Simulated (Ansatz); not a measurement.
## [OH···H···H], doublet: the ladder up to full CI

Geometry: a point of a hydrogen-transfer path between rigid fragments, not a stationary point.

```yaml
atoms:
  - { symbol: O, position_ang: [-0.1673, -0.0491, 0.0000] }
  - { symbol: H, position_ang: [-0.4166, 0.8775, 0.0000] }
  - { symbol: H, position_ang: [1.0627, -0.0491, 0.0000] }
  - { symbol: H, position_ang: [2.0097, -0.0491, 0.0000] }
```

Basis 6-31G; Ansatz 0.2.0. Correlated methods freeze the noble-gas cores, which leaves 9 electrons in 14 orbitals. R marks a restricted (for open shells ROHF) determinant, U an unrestricted one. Active spaces: pair = (3e, 3o) about the gap; valence = (9e, 7o) chosen from the atoms' valence shells.

Full CI is exact within this basis and frozen core; it isn't the basis-set limit. The frozen core follows each run's orbitals, which can shift R against U totals by a few meV.

For open shells CISD and CISDTQ are restricted-active-space CI with the open shells as a complete middle space.

```
UHF ⟨S²⟩                          : 0.807
T1 diagnostic (RCCSD)             : 0.0449
largest doubles amplitude (RCCSD) : 0.082
T1 diagnostic (UCCSD)             : 0.0245
```

```csv
level,E − E(full CI) (kcal/mol),share of correlation (%),wall time
RHF,99.23,0.00,–
UHF,89.71,9.60,–
RMP2,12.57,87.34,–
UMP2,12.08,87.83,–
CISD,7.23,92.71,0.33 s
RCCSD,1.59,98.40,–
UCCSD,1.34,98.65,–
RCCSD(T),0.44,99.55,0.37 s
UCCSD(T),0.42,99.58,0.33 s
BCCD(T),0.44,99.55,0.45 s
RCCSDT,0.30,99.70,–
UCCSDT,0.28,99.72,–
CISDTQ,0.22,99.77,1.7 s
RCCSDT(Q),0.00,100.00,2.3 s
UCCSDT(Q),0.00,100.00,2 s
RCCSDTQ,0.01,99.99,17 s
UCCSDTQ,0.01,99.99,17 s
CASSCF (pair space),75.49,23.93,–
NEVPT2 (pair space),5.77,94.19,0.18 s
MRCISD (pair space),4.18,95.79,–
MRCISD+Q (pair space),1.37,98.62,0.3 s
CASSCF (valence space),53.85,45.73,–
NEVPT2 (valence space),8.30,91.63,0.48 s
MRCISD (valence space),2.13,97.85,–
MRCISD+Q (valence space),0.73,99.26,0.9 s
```

The correlation energy at full CI, counted from RHF, is -4.303 eV. That run took 8.5 s on 1 thread of Arm Neoverse V1, shared host over 1,003,332 determinants.

Times hold each run's SCF and search for its determinant on a shared host, so for small cases they say little of a method's own cost; they ran on 1 thread of Arm Neoverse V1.

The full-CI state has the irrep A' of Cs, in the program's axes.

Natural occupations of full CI about the gap: 1.987 1.981 1.968 1.951 1.001 0.042 0.029 0.018 0.012 0.004; effectively unpaired electrons, Σ n²(2−n)², 1.03.
